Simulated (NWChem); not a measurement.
Total energies of H2P

```xyz
3

P      0.0000     0.0000     0.1196
H      1.0289     0.0000    -0.8970
H     -1.0289     0.0000    -0.8970
```
Charge 0, spin multiplicity 2.

The numbers come from NWChem runs, not from measurements. Structure: optimised with UPBE/def2-SVP, a minimum by its harmonic frequencies.

Basis set: STO-3G (11 functions).

```json
[
 {"method": "UHF", "total energy (Ha)": "-338.02561"},
 {"method": "UMP2", "total energy (Ha)": "-338.05483"},
 {"method": "UB2PLYP", "total energy (Ha)": "-338.46056"},
 {"method": "UPBE", "total energy (Ha)": "-338.43675"},
 {"method": "UB3LYP", "total energy (Ha)": "-338.62222"},
 {"method": "ULC-wPBE (omega 0.3 per bohr)", "total energy (Ha)": "-338.46597"}
]
```

Total energies of different functionals aren't comparable as a measure of quality: only differences taken within one method are. 

The correlated methods keep 5 core orbitals frozen. B3LYP has NWChem's definition, with VWN1-RPA local correlation. The structure started from a generated list of species. The unpaired electrons of the parent sit in orbitals of symmetry b2 (C2v labels of the run); other states weren't searched. The stability of the SCF solutions was not checked. Open-shell Hartree-Fock references start from PBE0 orbitals.
